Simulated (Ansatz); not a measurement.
**AlN (quintet): from Hartree-Fock to the top rungs, def2-QZVPP**

An exercise on one series of results from a longer session: the logs are not shown, and one member is left open.

Computed with Ansatz 0.2.0, Gaussian basis. Level: def2-QZVPP, core rule «outside noble gas», up to 6 orbitals frozen.

To be run: UHF; ROHF; CCSD(T) on UHF.

2 further runs of the same task are left out: 2 set aside as unsound or not needed.

## What is computed

The geometry is a PBE0/def2-TZVP stationary point (not a proven minimum) of the parent state, kept for this charge and spin.

2 atoms, charge 0, spin multiplicity 5.

Atoms are counted from 1 here; the program's logs count them from 0.

Bond lengths: Al1–N2 1.789 Å.

Coordinates:

```xyz
2

Al    0.00000    0.00000    0.00000
N     0.00000    0.00000    1.78928
```

The first run:

in.yaml

```yaml
crystal:
  periodic: [false, false, false]
  atoms:
    - {symbol: Al, position_ang: [0.000000, 0.000000, 0.000000]}
    - {symbol: N, position_ang: [0.000000, 0.000000, 1.789283]}
basis:
  gaussian: {orbitals: "def2-QZVPP.json"}
magnetization: {spin_polarized: true, initial_magnetization: 4}
hamiltonian: {xc: hf}
output: {orbitals: {seedname: orbitals}}
```

The run is started by

```bash
$ ansatz run in.yaml --threads 1 --pin off --events-out ev --progress --plain --max-ram 2393MiB
```

Steps of the session up to this table: UHF; ROHF; CCSD(T) on UHF.

One of the session's tables, all rows but one given; the rest of the session is left out.

```
  method  from UCCSD(T) (meV)
    ROHF              +5468.2
     UHF                    ?
    UMP2               +781.9
   UCCSD               +206.6
UCCSD(T)                    0
```

Estimate the missing values for UHF.

As computed: from UCCSD(T) (meV): +5261.7. In the column «from UCCSD(T) (meV)» it lies between UMP2 (+781.9) and ROHF (+5468.2).
